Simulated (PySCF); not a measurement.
Compound: isocyanogen, C2N2.
Structure used (PBE0-D3(BJ)/def2-SVP), in Å, numbered top down from 1:
```xyz
4
C2N2 angstrom
C     -1.7874    0.0203   -0.5156
N     -0.6176   -0.0081   -0.3278
C      0.6715   -0.0379   -0.1211
N      1.8167   -0.0647    0.0624
```

Method: core-valence-separated Tamm–Dancoff BHandHLYP/aug-pcX-1 in PySCF, non-relativistic, gas phase, PBE0-D3(BJ)/def2-SVP geometry. Absolute energies from this functional tend to lie a few eV below measured edges; no shift was applied.

(1) Give energies, oscillator strengths and core holes at the N K edge.

(2) List the carbon K-edge absorption lines.

Results:

(1) 
| E (eV) | f | core hole on | main final orbital | polarisation |
| --- | --- | --- | --- | --- |
| 397.02 | 0.1182 | N4 | LUMO/LUMO+1 (2 roots, f summed) | across the axis |
| 399.00 | 0.0622 | N2 | LUMO/LUMO+1 (2 roots, f summed) | across the axis |
| 401.68 | 0.0036 | N4 | LUMO+2 (74 %) | along the axis |
| 403.04 | 0.0137 | N2 | LUMO+2 (68 %) | along the axis |
| 403.15 | 0.0115 | N4 | LUMO+4/LUMO+5 (2 roots, f summed) | across the axis |
| 403.61 | 0.0035 | N4 | LUMO+6 (46 %) | along the axis |
| 403.63 | 0.0515 | N2 | LUMO+4/LUMO+5 (2 roots, f summed) | across the axis |

The first line with a tenth or more of the strongest one's intensity is at 397.02 eV (f = 0.118, sum of 2), with the hole on N4 (cyano nitrogen), polarised across the axis: a 1s→π* resonance. It is also the strongest listed.

(2) 
| E (eV) | f | core hole on | main final orbital | polarisation |
| --- | --- | --- | --- | --- |
| 282.92 | 0.1699 | C1 | LUMO/LUMO+1 (2 roots, f summed) | across the axis |
| 284.89 | 0.0999 | C3 | LUMO/LUMO+1 (2 roots, f summed) | across the axis |
| 288.42 | 0.0057 | C3 | LUMO+2 (56 %) | along the axis |
| 289.40 | 0.0021 | C1 | LUMO+2 (83 %) | along the axis |
| 289.67 | 0.0527 | C3 | spread (2 roots, f summed) | across the axis |
| 290.16 | 0.0129 | C3 | LUMO+2 (39 %) | along the axis |

The first line with a tenth or more of the strongest one's intensity is at 282.92 eV (f = 0.170, sum of 2), with the hole on C1 (isocyanide carbon), polarised across the axis: a 1s→π* resonance. It is also the strongest listed.

Roots within 0.03 eV whose holes lie on the same, on equivalent or on shared atoms are summed into one line, and the highest roots are left out, as the search may have cut off their partners. Final orbitals are the ground state's empty Kohn–Sham orbitals.

What are the wavelength and the wavenumber of the 399.00 eV line?

λ = 12398.42 eV Å/399.00 eV = 31.074 Å; 3.2182 × 10⁶ cm⁻¹.

The ionisation thresholds weren't computed; near and above them a finite basis only mimics Rydberg series and continuum.
